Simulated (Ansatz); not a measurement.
System: litharge SnO. Method: PBE-D4 in Ansatz (PAW).

Run with plane-wave cutoff 520 eV, 10×10×8 k mesh (along the axes of the cell as run), Fermi–Dirac smearing 0.01 eV, scalar-relativistic PAW data made under PBE.

Cell (relaxed at this level):

```cif
data_O2Sn2
_chemical_formula_sum 'Sn2 O2'
_space_group_name_H-M_alt 'P4/nmm :1'
_space_group_IT_number 129
_space_group_name_Hall 'P 4ab 2ab -1ab'
_cell_length_a 3.83408
_cell_length_b 3.83408
_cell_length_c 4.73768
_cell_angle_alpha 90.000
_cell_angle_beta 90.000
_cell_angle_gamma 90.000
loop_
_space_group_symop_operation_xyz
  'x, y, z'
  '-y+1/2, x+1/2, z'
  '-x, -y, z'
  'y+1/2, -x+1/2, z'
  'x+1/2, -y+1/2, -z'
  '-y, -x, -z'
  '-x+1/2, y+1/2, -z'
  'y, x, -z'
  '-x+1/2, -y+1/2, -z'
  'y, -x, -z'
  'x+1/2, y+1/2, -z'
  '-y, x, -z'
  '-x, y, z'
  'y+1/2, x+1/2, z'
  'x, -y, z'
  '-y+1/2, -x+1/2, z'
loop_
_atom_site_label
_atom_site_type_symbol
_atom_site_symmetry_multiplicity
_atom_site_Wyckoff_symbol
_atom_site_fract_x
_atom_site_fract_y
_atom_site_fract_z
_atom_site_occupancy
Sn1 Sn 2 c 0.00000 0.50000 0.24449 1
O1 O 2 a 0.00000 0.00000 0.00000 1
```

Q: Estimate the bulk modulus B0 that the calculation returns.

A: 
- bulk modulus B0 = 34.6 GPa

The run finds no gap.

Measured, for comparison: bulk modulus 35 ± 1 GPa (temperature not stated, no zero-point or thermal correction, equation of state from high-pressure X-ray diffraction; as tabulated in Giefers, Porsch, Wortmann, Structural study of SnO at high pressure …). Computed (rounded) less measured: bulk modulus -1 % (inside the measured uncertainty).

Note: the gap of the solid is closed in this run; this level leaves the solid without a gap, although one is measured; the bulk modulus comes from volumes at which shape and atoms were relaxed.

Spin–orbit coupling is not included; it can open a gap where bands touch, and shift volumes and moduli.

Computed values are for the static lattice.

Cost on a shared machine: around 2.6 core-minutes (rough).

Ansatz is an electronic-structure program.
